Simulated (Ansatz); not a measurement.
# C3H6ClFO: the cost of one run

Method: RKS PBE0-D4/STO-3G, in Ansatz 0.2.0.

## 1. The system as given

Bond lengths: C1–O2 1.365 Å, O2–C3 1.411 Å, C3–F4 1.343 Å, C3–C5 1.551 Å, C5–Cl6 1.811 Å, C1–H7 1.067 Å, C1–H8 1.158 Å, C1–H9 1.147 Å, C3–H10 1.075 Å, C5–H11 1.116 Å, C5–H12 1.082 Å. Angles (14 of 19 angles, heavy atoms first): C1–O2–C3 109.9°, O2–C3–F4 111.2°, O2–C3–C5 110.1°, F4–C3–C5 103.6°, C3–C5–Cl6 110.9°, O2–C1–H7 114.5°, O2–C1–H8 109.4°, O2–C1–H9 108.4°, O2–C3–H10 112.2°, F4–C3–H10 110.3°, C5–C3–H10 109.1°, C3–C5–H11 110.7°, C3–C5–H12 113.3°, Cl6–C5–H11 105.9°.

Structure file:

```xyz
12

C    -1.8701    0.0018   -0.0600
O    -0.6737   -0.0772    0.5927
C     0.3855   -0.0158   -0.3379
F     0.3663   -1.0736   -1.1652
C     1.7460   -0.1495    0.3948
Cl    2.1739    1.3890    1.2496
H    -2.0439   -0.7834   -0.7615
H    -1.9409    1.0168   -0.6130
H    -2.7080    0.0364    0.7221
H     0.3779    0.8986   -0.9029
H     1.6931   -0.9342    1.1870
H     2.5710   -0.3639   -0.2714
```

## 2. Relaxing end A

Contents of input.yaml:

```yaml
crystal:
  periodic: [false, false, false]
  atoms:
    - { symbol: C, position_ang: [-1.8701, 0.0018, -0.06] }
    - { symbol: O, position_ang: [-0.6737, -0.0772, 0.5927] }
    - { symbol: C, position_ang: [0.3855, -0.0158, -0.3379] }
    - { symbol: F, position_ang: [0.3663, -1.0736, -1.1652] }
    - { symbol: C, position_ang: [1.746, -0.1495, 0.3948] }
    - { symbol: Cl, position_ang: [2.1739, 1.389, 1.2496] }
    - { symbol: H, position_ang: [-2.0439, -0.7834, -0.7615] }
    - { symbol: H, position_ang: [-1.9409, 1.0168, -0.613] }
    - { symbol: H, position_ang: [-2.708, 0.0364, 0.7221] }
    - { symbol: H, position_ang: [0.3779, 0.8986, -0.9029] }
    - { symbol: H, position_ang: [1.6931, -0.9342, 1.187] }
    - { symbol: H, position_ang: [2.571, -0.3639, -0.2714] }
basis:
  gaussian: { orbitals: STO-3G }
hamiltonian:
  xc: pbe0
  dispersion: d4
relax:
  f_tol: 0.015
  max_steps: 40
```

Run with:

```
> ansatz run input.yaml --threads 1 --pin off --max-ram 2048MiB --backend cpu --events-out ev --progress --plain --runs-dir out
```

What time and memory should one allow on 1 thread of an Arm CPU, shared host?

About 45 s, with a peak of 0.15 GiB.
